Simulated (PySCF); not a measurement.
What binds SO: the parts of the energy along the bond

State: ³Σ⁻, triplet, unpaired electrons π ↑↑. ROHF-based CCSD(T) in PySCF 2.14 with S cc-pV(T+d)Z, O cc-pVTZ and S cc-pV(Q+d)Z, O cc-pVQZ (frozen core orbitals: 6; no relativity). Correlation energies are extrapolated as n⁻³ (n = 3, 4), Hartree–Fock as (n+1)·exp(−9√n). CV is the change on freezing 1 orbitals instead, in S cc-pwCVTZ, O cc-pwCVTZ. SR is the spin-free X2C energy in S cc-pVTZ-DK, O cc-pVTZ-DK less the non-relativistic one in S cc-pVTZ, O cc-pVTZ. All energies in eV from S + O.

```json
{"R (Å)": "1.3085", "HF/CBS": "-1.672", "CCSD corr.": "-2.304", "(T)": "-0.2428", "CV": "-0.0527", "SR": "0.0113", "total": "-4.260"}
{"R (Å)": "1.3680", "HF/CBS": "-2.220", "CCSD corr.": "-2.453", "(T)": "-0.2810", "CV": "-0.0391", "SR": "0.0133", "total": "-4.980"}
{"R (Å)": "1.4275", "HF/CBS": "-2.385", "CCSD corr.": "-2.607", "(T)": "-0.3220", "CV": "-0.0281", "SR": "0.0140", "total": "-5.328"}
{"R (Å)": "1.4869", "HF/CBS": "-2.279", "CCSD corr.": "-2.764", "(T)": "-0.3659", "CV": "-0.0192", "SR": "0.0136", "total": "-5.414"}
{"R (Å)": "1.5464", "HF/CBS": "-1.984", "CCSD corr.": "-2.923", "(T)": "-0.4124", "CV": "-0.0120", "SR": "0.0127", "total": "-5.318"}
{"R (Å)": "1.6208", "HF/CBS": "-1.438", "CCSD corr.": "-3.121", "(T)": "-0.4738", "CV": "-0.0049", "SR": "0.0111", "total": "-5.027"}
{"R (Å)": "1.6951", "HF/CBS": "-0.777", "CCSD corr.": "-3.314", "(T)": "-0.5380", "CV": "0.0004", "SR": "0.0093", "total": "-4.620"}
```

A fit to the total gives Re = 1.4816 Å, De = 5.415 eV, ωe = 1160.5 cm⁻¹, Be = 0.7203 cm⁻¹ (masses 31.9721 and 15.9949 u).

**Question.** At R = 1.4869 Å the CCSD correlation energy is -0.404925 hartree in the smaller basis and -0.432258 in the larger. Extrapolate it.

**Answer.** (4³·E4 − 3³·E3)/(4³ − 3³) = -0.45220 hartree; the larger basis holds 95.6 % of it.

The T1 diagnostic is 0.029. Spin–orbit coupling, excitations beyond (T) and corrections to the Born–Oppenheimer picture are left out.
